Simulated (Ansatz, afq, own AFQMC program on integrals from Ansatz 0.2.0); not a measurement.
# Where AFQMC and coupled cluster stand for F, doublet

A free F atom.

Basis aug-cc-pVTZ. Noble-gas cores (and the filled d shells of Ga–Kr and In–Xe) are frozen. Ansatz 0.2.0 and our own AFQMC program on the same integrals; the CISD trial comes from CCSD amplitudes, and released means the phaseless constraint is let go. ± is one standard error of the sampling.

Determinant: UHF, the one that the program's search chose, which needn't be the lowest solution.

No full CI on the walks' own integrals is used here; CCSDT(Q) serves as the reference and is uncertain by about the last step of the cluster series.

Cautions: the ph-AFQMC/HF walk drifts between its halves (2.0 errors).

```
T1 diagnostic                               : 0.0077
weight of the determinant in the CISD state : 0.963
⟨S²⟩ of the determinant                     : 0.754
size of the correlated space                : 7 electrons in 45 orbitals
```

(1) Estimate: order these by the size of their error in total energy against CCSDT(Q), smallest first.
A. CCSD
B. phaseless AFQMC with the Hartree–Fock trial
C. CCSDT
D. phaseless AFQMC with a CISD trial

(1) C (2.0 meV), D (8.0 ± 1.5 meV), B (69.0 ± 12.1 meV), A (127.3 meV).

Reference: CCSDT(Q), correlation energy -6.021 eV.

A walk keeps the symmetry of its determinant, which the program's search chose and which needn't be the lowest solution, so a lower state of the same spin and another symmetry isn't excluded.
